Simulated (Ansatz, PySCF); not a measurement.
Complex: NH3 (SMILES N) (first 4 atoms) with NH3 (SMILES N); geometry from S22 set.
(charge 0, multiplicity 1):
```xyz
8

N     -1.579    -0.047     0.000
H     -2.159     0.136    -0.810
H     -2.159     0.136     0.810
H     -0.849     0.658     0.000
N      1.579     0.047     0.000
H      2.159    -0.136    -0.810
H      0.849    -0.658     0.000
H      2.159    -0.136     0.810
```

Basis-set superposition error: the interaction energy with monomers in their own basis, and in the dimer's basis (counterpoise).

The values were computed with Ansatz (a first-principles code); PySCF for M06-2X. 

| level | uncorrected (meV) | counterpoise (meV) | difference |
|---|---|---|---|
| HF/aug-cc-pVDZ | -71.2 | -59.5 | 11.7 |
| HF/aug-cc-pVTZ | -61.9 | -60.7 | 1.2 |
| PBE/def2-TZVPPD | -125.4 | -121.1 | 4.4 |
| B3LYP/def2-TZVPPD | -97.5 | -94.1 | 3.5 |
| M06-2X/def2-TZVPPD | -138.1 | -135.3 | 2.8 |
| B2PLYP/def2-TZVPPD | -115.5 | -109.5 | 6.0 |
| MP2/aug-cc-pVTZ | -140.4 | -129.8 | 10.7 |
| SCS-MP2/aug-cc-pVDZ | -129.6 | -98.6 | 31.1 |
| SCS-MP2/aug-cc-pVTZ | -123.0 | -111.2 | 11.8 |
| CCSD(T)/aug-cc-pVTZ | -139.4 | -129.5 | 9.9 |

The error is largest for SCS-MP2/aug-cc-pVDZ (31.1 meV) and smallest for HF/aug-cc-pVTZ (1.2 meV).
